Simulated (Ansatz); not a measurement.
Results of rVV10 in Ansatz (PAW) for rutile SnO₂.

Numerical settings: plane-wave cutoff 520 eV, 8×8×10 k mesh (along the axes of the cell as run), Fermi–Dirac smearing 0.01 eV, scalar-relativistic PAW data made under PBE.

Response to compression and expansion:

Shape and atoms are relaxed at each volume.

```tsv
V (Å³/atom)	P (GPa)	direct gap at Γ (eV)	c (Å)	a (Å)
12.196	7.65	0.877	3.241	4.752
12.450	3.59	0.663	3.253	4.792
12.705	0.01	0.465	3.265	4.832
12.959	-3.15	0.283	3.276	4.871
13.213	-5.90	0.118	3.287	4.911
```

A straight line through the gaps at Γ against ln V gives a volume deformation potential dE_g(Γ)/d ln V of -9.5 eV: the gap at Γ widens under compression.

Measured, for comparison: band gap 3.81 eV (zero-point renormalisation of 215 meV (computed, non-adiabatic AHC, without the lattice-expansion part) added back here to the 1.8 K gap of; inputs from Miglio et al. (2020), arXiv:2011.12765).

Note: the bulk modulus comes from volumes at which shape and atoms were relaxed.

Spin–orbit coupling is not included.

Ansatz is an electronic-structure program.
